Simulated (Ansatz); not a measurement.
Geometry optimisation, Ansatz 0.2.0, RKS revPBE/6-31G*.

Input file:

```yaml
crystal:
  periodic: [false, false, false]
  atoms:
    - { symbol: Si, position_ang: [-0.029757, 0.133461, 0.204877] }
    - { symbol: "N", position_ang: [-0.165738, 0.392302, 1.976947] }
    - { symbol: H, position_ang: [-0.824128, -0.199744, 2.486943] }
    - { symbol: H, position_ang: [0.697553, 0.479583, 2.511819] }
    - { symbol: H, position_ang: [1.403669, 0.310757, -0.198375] }
    - { symbol: H, position_ang: [-0.816746, 1.202166, -0.504006] }
    - { symbol: H, position_ang: [-0.593148, -1.176577, -0.262432] }
    - { symbol: P, position_ang: [1.680282, -2.66364, 1.142516] }
    - { symbol: H, position_ang: [0.490889, -3.193442, 0.542955] }
    - { symbol: H, position_ang: [2.089343, -2.018419, -0.070177] }
    - { symbol: H, position_ang: [1.012681, -1.517648, 1.671932] }
basis:
  gaussian: { orbitals: "6-31G*" }
hamiltonian:
  xc: revpbe
relax:
  f_tol: 0.03
  max_steps: 50
```

Run as:

```bash
$ ansatz run input.yaml --threads 1 --pin off --max-ram 2048MiB --backend cpu --events-out ev --progress --plain --runs-dir out
```

Q: Where does it end, and by what steps?

A: The forces met the threshold. The force dipped under the threshold on the way, but the program's further checks kept it going. After 24 steps the energy has fallen by 0.444 eV; H11 moved furthest, 1.47 Å.

```csv
step,energy less start (eV),largest force component (eV/Å),accepted
0,0.0000,0.882,yes
1,-0.2243,0.548,yes
2,-0.3293,0.316,yes
3,-0.3778,0.287,yes
4,-0.3907,0.473,yes
5,-0.3985,0.516,yes
6,-0.4087,0.582,yes
7,-0.4195,0.536,yes
8,-0.4365,0.126,yes
9,-0.4363,0.132,no
10,-0.4382,0.055,yes
11,-0.4394,0.020,yes
12,-0.4408,0.056,yes
13,-0.4412,0.058,yes
14,-0.4415,0.051,yes
15,-0.4417,0.013,yes
16,-0.4419,0.034,yes
17,-0.4420,0.063,yes
18,-0.4422,0.051,yes
19,-0.4424,0.061,yes
20,-0.4427,0.045,yes
21,-0.4430,0.032,yes
22,-0.4435,0.026,yes
23,-0.4430,0.109,no
24,-0.4437,0.022,yes
```

```xyz
11
Properties=species:S:1:pos:R:3
Si -0.392 0.641 0.092
N -0.197 0.690 1.838
H -1.055 0.749 2.391
H 0.415 -0.018 2.252
H 0.977 0.728 -0.518
H -1.214 1.835 -0.300
H -1.063 -0.576 -0.510
P 2.133 -3.595 1.172
H 0.859 -3.478 0.518
H 2.719 -2.563 0.362
H 1.763 -2.665 2.207
```

The run took 60 s on 1 thread of Arm Neoverse V1 (shared host), peak memory 0.13 GiB.
